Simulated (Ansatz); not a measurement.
This geometry of CH7PSi (10 atoms, charge 0, multiplicity 1) is a first-order saddle point.

All numbers below come from RHF/def2-SVP in Ansatz.

```xyz
10
Properties=species:S:1:pos:R:3
C -1.022 0.682 -0.935
Si -0.083 -0.681 -0.006
P 1.112 0.247 1.702
H -2.100 0.528 -0.862
H -0.756 0.687 -1.994
H -0.801 1.671 -0.529
H 0.792 -1.437 -0.935
H -1.024 -1.645 0.614
H 1.837 -0.915 2.052
H 2.128 0.811 0.896
```

Question: Which two structures does it join? (They come from a converged band through this point; their orientation in space is the band's.)

Answer: No bond is made or broken. The dihedral H6–C1–Si2–P3 goes from -57 to 63°. The two ends are copies of one structure, up to a mirror image or an exchange of like atoms.

Image 0:

```xyz
10
Properties=species:S:1:pos:R:3
C -1.025 0.682 -0.916
Si -0.153 -0.662 0.079
P 1.283 0.311 1.562
H -1.753 0.242 -1.602
H -0.311 1.258 -1.509
H -1.555 1.373 -0.257
H 0.547 -1.602 -0.831
H -1.134 -1.438 0.878
H 1.913 -0.881 1.985
H 2.271 0.666 0.615
```

Image 10:

```xyz
10
Properties=species:S:1:pos:R:3
C -1.021 0.675 -0.928
Si -0.067 -0.679 -0.026
P 1.077 0.232 1.726
H -1.697 1.196 -0.247
H -1.617 0.249 -1.739
H -0.341 1.410 -1.363
H 0.837 -1.381 -0.969
H -1.001 -1.678 0.548
H 1.825 -0.923 2.046
H 2.089 0.848 0.954
```

Question: How far does it lie above each of them?

Answer: 0.074 eV above the first and 0.074 eV above the second. This is the barrier of this one path; another mechanism may lie lower.

Run time: 3.3 min on 1 thread of Intel(R) Xeon(R) Processor @ 2.50GHz (Skylake/Cascade Lake), on a shared host, peak memory 0.16 GiB.
